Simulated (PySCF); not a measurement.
Formic anhydride, C₂H₂O₃.
SMILES: `O=COC=O`

Vertical excitations from PySCF (density fitting, frozen core in the response, grid level 2 and gas phase unless stated; continuum runs use non-equilibrium linear response for the excitations) on a GFN2-xTB geometry. Reference run:

```tsv
settings	S1, eV (f)	S2, eV (f)	S3, eV (f)	S4, eV (f)	S5, eV (f)	S6, eV (f)	T1, eV (Tamm–Dancoff)	mean α (au)
PBE0/def2-SVPD, full TDDFT, 8 singlets	4.71 (0.002)	5.74 (0.000)	7.00 (0.000)	7.58 (0.136)	7.96 (0.006)	8.01 (0.001)	4.18	34.4
```

Question: What do these settings give: (1) PBE/def2-SVPD, start guess huckel, full TDDFT, 3 singlets; (2) PBE0/aug-pcSseg-1, IEF-PCM chloroform, full TDDFT, 12 singlets?

Answer: 
```
                                                      settings    S1, eV (f)    S2, eV (f)    S3, eV (f)    S4, eV (f)    S5, eV (f)    S6, eV (f)  T1, eV (Tamm–Dancoff)  mean α (au)
     PBE/def2-SVPD, start guess huckel, full TDDFT, 3 singlets  4.10 (0.001)  5.24 (0.000)  5.77 (0.000)             –             –             –                   3.70         36.5
PBE0/aug-pcSseg-1, IEF-PCM chloroform, full TDDFT, 12 singlets  4.79 (0.003)  5.85 (0.000)  7.06 (0.000)  7.37 (0.040)  7.60 (0.127)  7.92 (0.041)                   4.29         40.8
```

(1) S1 moves by -0.61 eV (PBE has no exact exchange, PBE0 25 % exact exchange). (2) S1 moves by +0.08 eV; basis and environment change together, so the shift can't be laid on one. States are counted by energy in each run and needn't keep their character from row to row.

Question: Give the leading configurations of S1 (H = HOMO, L = LUMO) and the HOMO–LUMO gap of each run.

Answer: 
| settings | S1 configurations (weight) | S1 (eV) | orbital gap (eV) | S1 − gap (eV) |
| --- | --- | --- | --- | --- |
| PBE0/def2-SVPD, full TDDFT, 8 singlets | H→L 0.96 | 4.71 | 6.77 | -2.06 |
| PBE/def2-SVPD, start guess huckel, full TDDFT, 3 singlets | H→L 1.00 | 4.10 | 3.95 | +0.15 |
| PBE0/aug-pcSseg-1, IEF-PCM chloroform, full TDDFT, 12 singlets | H→L 0.97 | 4.79 | 6.84 | -2.05 |

The structure is a single GFN2-xTB conformer; no vibrational corrections.

The values belong to the conformer `[O:1]=[CH:2][O:3][CH:4]=[O:5]`: O1–C2–O3–C4 0°, C2–O3–C4–O5 0°.
